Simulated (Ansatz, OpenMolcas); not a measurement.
How methods differ on C2H4S (thiirane)

C2H4S: 7 atoms, total charge 0, spin state singlet. As SMILES, `C1CS1`. Geometry: relaxed at PBE0-D4/def2-TZVP.

Quantity: the atomisation enthalpy at 298 K, in kJ/mol. The values are calculated. The thermal term (zero-point and 298 K enthalpy, harmonic and unscaled) is that of PBE0-D4/def2-TZVP; the spin-orbit lowering of the free atoms at 298 K, 1.9 kJ/mol by their spectra, is taken off.

**The experiment to reproduce.** CRC Handbook of Chemistry and Physics gives the atomisation enthalpy at 298 K of the gas as 2501 kJ/mol.

```
             level                    kind     program  value (kJ/mol)  computed − measured
    HF/aug-cc-pVDZ            Hartree–Fock  OpenMolcas            1738                 -763
 SVWN5/aug-cc-pVDZ                     LDA  OpenMolcas            2850                 +349
   PBE/aug-cc-pVDZ                     GGA  OpenMolcas            2520                  +19
r2SCAN/aug-cc-pVDZ                meta-GGA      Ansatz            2474                  -27
  PBE0/aug-cc-pVDZ           global hybrid      Ansatz            2480                  -21
 wB97X/aug-cc-pVDZ  range-separated hybrid      Ansatz            2463                  -38
B2PLYP/aug-cc-pVDZ           double hybrid      Ansatz            2402                  -99
   MP2/aug-cc-pVDZ     perturbation theory      Ansatz            2353                 -148
```

Nearest: PBE/aug-cc-pVDZ (+19 kJ/mol), PBE0/aug-cc-pVDZ (-21 kJ/mol); farthest: HF/aug-cc-pVDZ (-763 kJ/mol). Computed less measured by kind, in kJ/mol (of the ab initio rows, those in aug-cc-pVDZ): Hartree–Fock -763; LDA +349; GGA +19; meta-GGA -27; global hybrid -21; range-separated hybrid -38; double hybrid -99; perturbation theory -148. Wave-function methods converge slowly with the basis and bind too weakly in sets of this size; that is part of their error here.
